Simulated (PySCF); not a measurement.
Complex of formaldehyde and dinitrogen

The system is a cluster of formaldehyde and dinitrogen, neutral, singlet.

Parts: 1 = formaldehyde (C=O), atoms 1–4; 2 = dinitrogen (N#N), atoms 5–6.

Z-matrix (Å and degrees, atoms numbered from 1):
```
C 
O   1 1.1964
H   1 1.1081  2 121.81
H   1 1.1076  3 116.34  2 180.00
N   4 2.8197  1 110.83  3 179.84
N   5 1.0891  4 141.69  1 7.36
```

In these coordinates O2···N5 is 3.184 Å. Part 2 is then moved rigidly along that line, all else held; at short range other atoms may come into contact.

The starting structure comes from a short search with a few starts; no frequency run checks that it is a minimum, and another way of binding may lie lower.

Computed with PySCF 2.14.0: CCSD(T)/aug-cc-pVDZ and MP2/aug-cc-pVTZ, aug-cc-pVQZ counterpoise interaction energy, frozen core, gas phase. Geometry: PBE0-D3(BJ)/def2-TZVPD.

Counterpoise energies in kJ/mol, cluster less the parts frozen as they stand in it; small is aug-cc-pVDZ, large aug-cc-pVQZ. Estimated limit: HF in aug-cc-pVQZ, MP2 correlation extrapolated as X⁻³ from aug-cc-pVTZ and aug-cc-pVQZ, and CCSD(T) less MP2 in aug-cc-pVDZ; it isn't the exact limit.

Results

```json
{"O2···N5 (Å)": "2.866", "HF large": "5.9", "MP2 large": "-3.2", "SCS-MP2 large": "-1.2", "CCSD(T) small": "-0.7", "CCSD(T) limit est.": "-2.6"}
{"O2···N5 (Å)": "3.025", "HF large": "2.5", "MP2 large": "-4.5", "SCS-MP2 large": "-2.9", "CCSD(T) small": "-2.6", "CCSD(T) limit est.": "-4.0"}
{"O2···N5 (Å)": "3.184", "HF large": "0.7", "MP2 large": "-4.7", "SCS-MP2 large": "-3.5", "CCSD(T) small": "-3.4", "CCSD(T) limit est.": "-4.3"}
{"O2···N5 (Å)": "3.343", "HF large": "-0.3", "MP2 large": "-4.4", "SCS-MP2 large": "-3.5", "CCSD(T) small": "-3.4", "CCSD(T) limit est.": "-4.1"}
{"O2···N5 (Å)": "3.502", "HF large": "-0.7", "MP2 large": "-4.0", "SCS-MP2 large": "-3.3", "CCSD(T) small": "-3.2", "CCSD(T) limit est.": "-3.7"}
{"O2···N5 (Å)": "3.980", "HF large": "-0.8", "MP2 large": "-2.4", "SCS-MP2 large": "-2.1", "CCSD(T) small": "-2.1", "CCSD(T) limit est.": "-2.3"}
{"O2···N5 (Å)": "4.776", "HF large": "-0.5", "MP2 large": "-1.0", "SCS-MP2 large": "-0.9", "CCSD(T) small": "-0.9", "CCSD(T) limit est.": "-1.0"}
{"O2···N5 (Å)": "6.368", "HF large": "-0.1", "MP2 large": "-0.2", "SCS-MP2 large": "-0.2", "CCSD(T) small": "-0.2", "CCSD(T) limit est.": "-0.2"}
```

The 8 runs took 34 min in all, one thread each of Arm Neoverse N1 on a shared host, launched as `OMP_NUM_THREADS=1 python cluster_run.py task.json out`.
